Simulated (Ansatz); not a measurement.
quartet N₂O₂(+) in separate pieces: levels of theory in one basis

```xyz
4

N     0.0000    0.0000    0.5650
N     0.0000    0.0000   -0.5650
O    21.0000   17.0000   19.6230
O    21.0000   17.0000   18.3770
```

Basis set: cc-pVTZ (spherical functions). Frozen core: 4 orbitals. Correlation on ROHF uses semicanonical orbitals with singles. Charge 1, multiplicity 4.

Computed with Ansatz (development build ahead of 0.2.0); each method stands on the lowest determinant of its kind that the runs found.

```csv
method,E − E(ROHF) (eV),<S²> of the determinant
ROHF,0.00,3.75
UHF,-0.58,3.78
UHF-MP2,-20.22,3.78
```

Question: What does ROHF-MP2 give on the same scale?

Answer: -20.42 eV.

Question: Is a single determinant a sound starting point here?

Answer: By this sign, yes. Unrestricted orbitals gain 0.58 eV and <S²> is 3.78 against 3.75 for a pure state.
